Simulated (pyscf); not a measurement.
HO–Zn–Cl (SMILES [OH][Zn][Cl]) + H₂S (SMILES S) -> H₂O (SMILES O) + HS–Zn–Cl (SMILES [SH][Zn][Cl]), a four-centre exchange (singlet surface; O–Zn, H–S broken, H–O, S–Zn formed). Structures and frequencies: ωB97X-D3(BJ)/def2-SVP in PySCF. Energies in eV from the separated reactants.

Small-basis levels: PySCF, no dispersion term, spherical d functions. AM1 to PM7: differences of heats of formation from MOPAC. Cost: rough CPU time at the saddle relative to B3LYP/6-31G*+LANL2DZ, from one job on a shared machine.

| level | barrier | reaction energy | cost |
|---|---|---|---|
| HF/STO-3G | 1.75 | +0.79 | 0.09 |
| HF/6-31G*+LANL2DZ | 0.20 | -0.53 | 0.1 |
| SVWN5/6-31G*+LANL2DZ | -1.02 | -0.39 | 1 |
| BP86/6-31G*+LANL2DZ | -0.49 | -0.36 | 2 |
| PBE/6-31G*+LANL2DZ | -0.54 | -0.36 | 2 |
| B3LYP/STO-3G | 0.64 | +1.15 | 1 |
| B3LYP/LANL2DZ | -0.62 | -0.34 | 0.6 |
| M06-2X/6-31G*+LANL2DZ | -0.55 | -0.55 | 2 |
| B3LYP/6-311+G**+LANL2DZ | -0.36 | -0.54 | 1 |
| PBE/def2-SVP | -0.60 | -0.54 | 1 |
| B3LYP/def2-SVP | -0.40 | -0.53 | 0.8 |
| PM3 | -0.72 | -1.91 | under 0.02 |
| ωB97M-D3(BJ)/def2-TZVP | -0.18 | -0.61 | – |

Against the last row the barrier runs from -0.84 (SVWN5/6-31G*+LANL2DZ) to +1.93 eV (HF/STO-3G). ωB97M-D3(BJ)/def2-TZVP has limits of its own. On the reactant side the descent ends in an adduct with a S–Zn contact, 0.56 eV under the separated species and 0.25 eV under the saddle at ωB97X-D3(BJ)/def2-TZVP. On the product side the descent ends in an adduct with a O–Zn contact (not fully relaxed), 0.68 eV under the separated species and 1.05 eV under the saddle at ωB97X-D3(BJ)/def2-TZVP. At ωB97M-D3(BJ) the saddle lies under the separated reactants, which points to a path from their complex (located at ωB97X-D3(BJ) alone). What is counted as formed (S–Zn) is already present as a longer contact in the reactant adduct; forming that adduct is a step of its own. What is counted as broken (O–Zn) persists as a longer contact in the product adduct; parting that adduct is a step of its own. At ωB97X-D3(BJ) the barrier from the zero used here is -0.31 eV. One saddle was located; it need not be the lowest between these sides. In the def2 sets elements up to Kr have no core potential.
